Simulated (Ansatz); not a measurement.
A nudged elastic band was laid between two geometries of BClH2 + H2 (6 atoms, charge 0, multiplicity 1).

Theory: Ansatz 0.2.0, RKS B3LYP/def2-TZVP.

```
movable images  : 5
climbing image  : yes
spring          : 5.0 eV/Å²
optimiser       : quadratic models (default)
start path      : through a guess of the saddle point
force threshold : 0.05 eV/Å
iteration limit : 60
end points      : relaxed
```

Image 0:

```xyz
6
Properties=species:S:1:pos:R:3
B 1.255 -1.041 -0.984
Cl 2.054 0.068 -2.064
H 0.274 -1.585 -1.367
H 1.726 -1.213 0.090
H -2.611 2.230 2.031
H -2.698 1.540 2.294
```

Image 6:

```xyz
6
Properties=species:S:1:pos:R:3
B 0.074 -0.858 0.146
Cl 0.319 1.572 -0.719
H -0.231 -1.289 -0.920
H 1.203 -0.922 0.516
H -0.585 2.054 0.055
H -0.780 -0.557 0.922
```

Q: What changes between the two ends?

A: Bonds broken: B1–Cl2, H5–H6. Bonds formed: B1–H6, Cl2–H5. BClH2 + H2 becomes BH3 + ClH.

Q: Give the energies along the band, and the barrier.

A: It converged. The highest image is number 5 of 0 to 6, 110.9 kJ/mol above the first end and 39.5 kJ/mol above the last; the last end lies 71.5 kJ/mol above the first. A vibrational analysis at the climbing image gives one clearly imaginary mode, 805i cm⁻¹: a first-order saddle point. The orbitals stay closed-shell, which can raise the energy where a bond breaks towards radicals; this wasn't checked here.

```json
{"image": "0", "path coordinate (Å)": "0.00", "energy (kJ/mol)": "0.0", "B1–Cl2 (Å)": "1.74", "H5–H6 (Å)": "0.74", "B1–H6 (Å)": "5.75"}
{"image": "1", "path coordinate (Å)": "1.10", "energy (kJ/mol)": "0.0", "B1–Cl2 (Å)": "1.74", "H5–H6 (Å)": "0.74", "B1–H6 (Å)": "4.90"}
{"image": "2", "path coordinate (Å)": "2.21", "energy (kJ/mol)": "0.1", "B1–Cl2 (Å)": "1.74", "H5–H6 (Å)": "0.74", "B1–H6 (Å)": "3.99"}
{"image": "3", "path coordinate (Å)": "3.31", "energy (kJ/mol)": "0.7", "B1–Cl2 (Å)": "1.74", "H5–H6 (Å)": "0.74", "B1–H6 (Å)": "3.03"}
{"image": "4", "path coordinate (Å)": "4.41", "energy (kJ/mol)": "17.7", "B1–Cl2 (Å)": "1.77", "H5–H6 (Å)": "0.75", "B1–H6 (Å)": "2.11"}
{"image": "5", "path coordinate (Å)": "5.51", "energy (kJ/mol)": "110.9", "B1–Cl2 (Å)": "2.16", "H5–H6 (Å)": "1.13", "B1–H6 (Å)": "1.26"}
{"image": "6", "path coordinate (Å)": "6.93", "energy (kJ/mol)": "71.5", "B1–Cl2 (Å)": "2.59", "H5–H6 (Å)": "2.76", "B1–H6 (Å)": "1.19"}
```

Q: What is the geometry of the highest image?

A: 
```xyz
6
Properties=species:S:1:pos:R:3:forces:R:3
B 0.090 -0.481 0.033 -0.03 0.04 0.03
Cl 0.456 1.467 -0.830 0.02 -0.01 -0.02
H -0.389 -1.114 -0.842 0.02 0.00 -0.01
H 1.077 -0.736 0.630 0.01 -0.01 -0.02
H -0.436 0.881 0.211 -0.01 -0.02 0.01
H -0.798 -0.016 0.799 0.00 0.00 0.00
```

Q: What are the harmonic wavenumbers there?

A: 805i, 486, 727, 795, 1009, 1097, 1151, 1356, 1612, 2257, 2643, 2765 cm⁻¹.

The band took 16 iterations and roughly 110 core-seconds.

The run took 60 s on 2 threads of Intel(R) Xeon(R) Platinum 8375C CPU @ 2.90GHz (Ice Lake) (shared host), peak memory 0.16 GiB.
